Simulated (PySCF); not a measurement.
**ClH₅: breathing scan**

Computed with PySCF, BP86, basis Cl def2-TZVP, H def2-TZVP (no relativity, density fitting).

Rigid scan from the singlet minimum (Cl–H 1.285 Å, Cl–H 1.611 Å (×4); H–Cl–H 85.6° (×4), H–Cl–H 89.7° (×4), H–Cl–H 171.3° (×2)). Coordinate: all bonds to the central atom scaled together. Energies in kJ/mol from the minimum.

Q: Predict the curve at 0.88, 0.92, 0.96, 1.00, 1.04, 1.08, 1.14, 1.22, 1.35.

A: 
```tsv
scale of all bonds to the centre	E (kJ/mol)	dipole size (D)
0.88	117.6	0.72
0.92	46.7	0.80
0.96	10.5	0.89
1.00	0.0	1.00
1.04	8.5	1.11
1.08	30.8	1.22
1.14	81.7	1.39
1.22	167.9	1.62
1.35	320.2	1.90
```

At long bonds a restricted determinant can lie too high, and another spin state can fall below this curve.

Other isomers or separated fragments may lie lower.
